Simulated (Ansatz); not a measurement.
**Scan of [CH3···H···CH3], doublet**

Starting geometry:

```yaml
atoms:
  - { symbol: C, position_ang: [-1.3614, 0.0000, 0.0000] }
  - { symbol: H, position_ang: [-1.7246, 1.0273, 0.0000] }
  - { symbol: H, position_ang: [-1.7246, -0.5137, 0.8897] }
  - { symbol: H, position_ang: [-1.7246, -0.5137, -0.8897] }
  - { symbol: H, position_ang: [-0.2717, 0.0000, 0.0000] }
  - { symbol: C, position_ang: [1.4526, 0.0000, 0.0000] }
  - { symbol: H, position_ang: [1.4526, -1.0800, 0.0000] }
  - { symbol: H, position_ang: [1.4526, 0.5400, 0.9353] }
  - { symbol: H, position_ang: [1.4526, 0.5400, -0.9353] }
```

From there H5 is moved from one fragment to the other while all else, the fragments' distance too, stays fixed; atoms are numbered as listed. Energies are in kcal/mol, counted from the starting geometry at the same level.

Basis cc-pVDZ; Ansatz 0.2.0. Correlated methods freeze the noble-gas cores. Prefix R: restricted or restricted open-shell reference; prefix U: unrestricted.

Full CI isn't at hand for all of this; UCCSDT(Q) serves as the reference, and is uncertain by about the last step of the cluster series. The frozen core follows each run's orbitals, which can shift R against U totals by a few meV.

```
distance C1-H5 (Å)   RHF
             1.090   0.0
             1.180   5.3
             1.361  24.7
             1.543  32.9
             1.724  28.6
```

Task: Estimate the UCCSDT(Q) curve in cc-pVDZ from this one, knowing how RHF errs.

Result: The computed UCCSDT(Q) values, in kcal/mol from the starting point, and the error of RHF against them:
```csv
distance C1-H5 (Å),UCCSDT(Q),RHF less UCCSDT(Q)
1.090,0.0,0.0
1.180,2.6,2.7
1.361,14.4,10.3
1.543,21.1,11.8
1.724,24.8,3.9
```

The error spans 11.8 kcal/mol and is largest, 11.8 kcal/mol, at 1.543 Å.
